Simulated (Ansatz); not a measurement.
`C=C(F)/C=C/F` + NH₃ → `N/C=C\F` + `C=CF` at 700 K and 1 bar (substitution at a C–C bond).

Isolated molecules relaxed with PBE0-D4/def2-TZVP in Ansatz; ΔE leaves out vibrations. CBS: MP2 limit from def2 TZ/QZ plus the TZ coupled-cluster correction, frozen cores. This one scheme is used for every species. Double bonds are as drawn, so ΔE can hold a change between cis and trans. One conformer a species, not always the lowest.

| species | CCSD(T)/CBS energy (Eh) | H − E (kJ/mol) | S (J/(mol·K)) |
| --- | --- | --- | --- |
| `C=C(F)/C=C/F` | -354.14413 | 255.0 | 428.2 |
| NH₃ | -56.50880 | 116.9 | 226.5 |
| `N/C=C\F` | -232.96965 | 216.4 | 361.4 |
| `C=CF` | -177.66469 | 155.1 | 309.1 |

H − E and S are ideal-gas, rigid-rotor, harmonic terms from PBE0-D4/def2-TZVP, for one conformer and one mirror image of each species. 1 Eh = 2625.50 kJ/mol, R = 8.31446 J/(mol·K).

Task: By hand: ΔE, ΔH, ΔS and ΔG.

Result: ΔE = (-232.96965) + (-177.66469) − (-354.14413) − (-56.50880) = 0.01859 Eh = 48.8 kJ/mol. Δ(H − E) = 216.4 + 155.1 − 255.0 − 116.9 = -0.4, so ΔH = 48.4 kJ/mol. ΔS = 361.4 + 309.1 − 428.2 − 226.5 = 15.8 J/(mol·K). ΔG = 48.4 − 700 × (15.8)/1000 = 37.3 kJ/mol.

Task: By hand: the equilibrium constant, and the temperature at which ΔG would vanish if ΔH and ΔS stayed fixed.

Result: log₁₀ K = −ΔG/(RT ln 10) = -2.8. ΔG = 0 at ΔH/ΔS = 3063 K, far beyond where these terms or the molecules hold.

ΔH outweighs TΔS. A doubt of 5 kJ/mol in ΔE shifts log₁₀ K by 0.4 here. Other conformers and mirror images would add mixing entropy, several J/(mol·K) or more a flexible species. These are equilibria of isolated gas molecules and say nothing of rates. Largest T1 diagnostic: 0.012 (customary marks: 0.02 for closed shells, 0.045 for open ones).
